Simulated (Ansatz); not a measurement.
# SiH4 (singlet): wave-function methods side by side at distance H1–H2 along a hydrogen transfer = 1.294 Å, 6-31G

How much of the correlation energy of SiH4 (singlet) does each wave-function method recover here?

Program: Ansatz 0.2.0, Gaussian basis. Level of theory: 6-31G, core rule «outside noble gas», up to 5 orbitals frozen. These are calculated values, not measurements.

To be run: UHF; CCSD(T) on RHF; CCSD(T) on UHF; BCCD(T) on RHF; CISD; CCSDT(Q) on RHF; CCSDT(Q) on UHF; CISDTQ; CCSDTQ on RHF; CCSDTQ on UHF; CASSCF and MRCISD+Q, 2 electrons in 2 orbitals; CASSCF and NEVPT2, 2 electrons in 2 orbitals; CASSCF and MRCISD+Q, 8 electrons in 8 orbitals; CASSCF and MRCISD+Q(relaxed), 8 electrons in 8 orbitals; CASSCF and NEVPT2, 8 electrons in 8 orbitals; Full CI.

8 further runs of the same task are left out: 1 for a mislabelled method, 5 that didn't finish, 2 set aside as unsound or not needed.

## (1) The geometry

The geometry derives from fragments relaxed apart (PBE0/def2-TZVP) and kept rigid, so it is no stationary point. A hydrogen atom is moved between rigid fragments.

5 atoms, charge 0, spin multiplicity 1.

Atoms are counted from 1 here; the program's logs count them from 0.

Bond lengths: H2–Si3 1.531 Å, Si3–H4 1.526 Å, Si3–H5 1.526 Å. Angles: H2–Si3–H4 113.7°, H2–Si3–H5 113.7°, H4–Si3–H5 91.2°.

## (2) UHF

File in.yaml:

```yaml
crystal:
  periodic: [false, false, false]
  atoms:
    - {symbol: H, position_ang: [-2.726719, 0.054876, 0.000000]}
    - {symbol: H, position_ang: [-1.432719, 0.054876, 0.000000]}
    - {symbol: Si, position_ang: [0.098281, 0.054876, 0.000000]}
    - {symbol: H, position_ang: [0.710461, -0.819409, 1.090012]}
    - {symbol: H, position_ang: [0.710461, -0.819409, -1.090012]}
basis:
  gaussian: {orbitals: 6-31G}
magnetization: {spin_polarized: true, initial_magnetization: 0}
hamiltonian: {xc: hf}
output: {orbitals: {seedname: orbitals}}
```

Command:

```console
> ansatz run in.yaml --threads 1 --pin off --events-out ev --progress --plain --max-ram 2393MiB
```

Further steps of the session: CCSD(T) on RHF; CCSD(T) on UHF; BCCD(T) on RHF; CISD; CCSDT(Q) on RHF; CCSDT(Q) on UHF; CISDTQ; CCSDTQ on RHF; CCSDTQ on UHF; CASSCF and MRCISD+Q, 2 electrons in 2 orbitals; CASSCF and NEVPT2, 2 electrons in 2 orbitals; CASSCF and MRCISD+Q, 8 electrons in 8 orbitals; CASSCF and MRCISD+Q(relaxed), 8 electrons in 8 orbitals; CASSCF and NEVPT2, 8 electrons in 8 orbitals; Full CI.

Q: Predict the results of all the runs planned. Wanted: FCI below the RHF energy; RMP2 from FCI; UMP2 from FCI; RCCSD from FCI; RCCSD(T) from FCI; UCCSD(T) from FCI; RCCSDT(Q) from FCI; UCCSDT(Q) from FCI; NEVPT2 pair from FCI.

As calculated:

| quantity | value |
| --- | --- |
| FCI below the RHF energy | -3.7694 eV |
| RMP2 from FCI | +1487.8 meV |
| UMP2 from FCI | +783.2 meV |
| RCCSD from FCI | +155.6 meV |
| RCCSD(T) from FCI | +32.0 meV |
| UCCSD(T) from FCI | +91.5 meV |
| RCCSDT(Q) from FCI | +0.8 meV |
| UCCSDT(Q) from FCI | -0.2 meV |
| NEVPT2 pair from FCI | +596.3 meV |
| MRCISD+Q pair from FCI | -8.6 meV |
| NEVPT2 valence from FCI | +176.8 meV |
| levels within 1 kcal/mol (43 meV) | RCCSD(T), BCCD(T), RCCSDT, UCCSDT, CISDTQ, RCCSDT(Q), UCCSDT(Q), RCCSDTQ, UCCSDTQ, MRCISD+Q pair, MRCISD valence, MRCISD+Q valence, MRCISD+Q(relaxed) valence |
| T1 diagnostic | 0.040 |
| effectively unpaired electrons | 0.97 |

In words: RCCSD(T) lands +32.0 meV from the yardstick (0.8 % of the correlation energy). CCSD(T) misses by +32.0 meV on the restricted determinant and by +91.5 meV on the unrestricted one; the two need not hold the same state or core. MRCISD+Q pair falls below full CI: the +Q correction isn't variational, and the cores differ from full CI's. The occupations show strong static correlation (1.0 unpaired electrons where one determinant has 0). Coupled cluster on one determinant still stays close here. Of the multireference levels listed MRCISD+Q(relaxed) valence comes nearest in total energy (-1.1 meV), which doesn't show that its space is the better one. These misses are within one basis, not against nature.
